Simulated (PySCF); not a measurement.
# Static response to an electric field

Compound: C₃H₇PS.
Numbering: `[CH3:1][C@@H:2]1[CH2:3][P@H:4]1=[S:5]` (hydrogens: H6, H7, H8 on C1; H9 on C2; H10, H11 on C3; H12 on P4)

Cartesian coordinates in Å at the GFN2-xTB level; atoms count from 1:
```
atom  x, y, z in Å
C1     1.3737    0.5674    0.4800
C2     0.1422   -0.2986    0.4748
C3    -0.3336   -0.8553   -0.8845
P4    -1.4856    0.3085   -0.0900
S5    -3.2258   -0.1471    0.6203
H6     1.3276    1.3031   -0.3208
H7     1.4781    1.0916    1.4279
H8     2.2592   -0.0491    0.3269
H9     0.0883   -1.0100    1.2955
H10    0.2326   -0.5476   -1.7530
H11   -0.6308   -1.8968   -0.9074
H12   -1.2248    1.5332   -0.6958
```

Level: B3LYP/def2-SVPD (PySCF), static field, nuclei fixed, core orbitals frozen in the response. The polarisability tensor in these axes (au):

```
x   111.96   0.54  -7.71
y     0.54  70.94   1.05
z    -7.71   1.05  71.07
```

Task: What are the eigenvalues, a third of the trace, and Δα (Δα² = ½Σ(αi − αj)² over the three pairs)?

Result: Principal values 69.00, 71.60 and 113.37 au; mean 84.66 au = 12.54 Å³ = 13.96 × 10⁻⁴⁰ C²·m²/J; Δα = 43.13 au (51 % of the mean).

Task: What is the dipole moment, and where does it point?

Result: (4.27, 0.43, -1.22) D, 4.46 D in size, pointing from the negative to the positive side. Measured along this direction, the outermost atoms are S5 at the negative end and H8 at the positive end.

Task: In a dilute gas of rigid molecules at 350 K, how does the orientational term μ²/3kT compare with the electronic polarisability?

Result: In Gaussian units μ²/3kT = 137.32 Å³ against 12.54 Å³, a ratio of 10.95; the Debye molar polarisation (4π/3)N_A(α + μ²/3kT) is 378.0 cm³/mol, leaving out the vibrational part.

Task: Sum over states: ᾱ = Σ f/ω², ω in Eh. What share falls to these 8 lowest TDDFT singlets (eV, f)? 4.82, 0.0097; 5.29, 0.0187; 5.41, 0.0223; 5.44, 0.0616; 5.60, 0.0115; 5.79, 0.0205; 6.14, 0.0651; 6.27, 0.0233.

Result: They add up to 5.35 au, 6.3 % of the 84.66 au; the largest single term is 1.54 au, from the state at 5.44 eV. Terms in order: 0.31, 0.49, 0.56, 1.54, 0.27, 0.45, 1.28, 0.44 au. Higher excitations give the rest. The strengths listed sum to 0.233.

Task: Find the Langevin capture rate constant for H3O+ (19.018 u) meeting this molecule (106.001 u), k = 2.342 × 10⁻⁹ cm³/s × √(α in Å³ / reduced mass in u).

Result: The reduced mass is 16.13 u, so k = 2.07 × 10⁻⁹ cm³/s. The formula leaves out the permanent dipole, which adds to the capture rate.

Geometry: GFN2-xTB; no solvent, vibrations or thermal averaging.
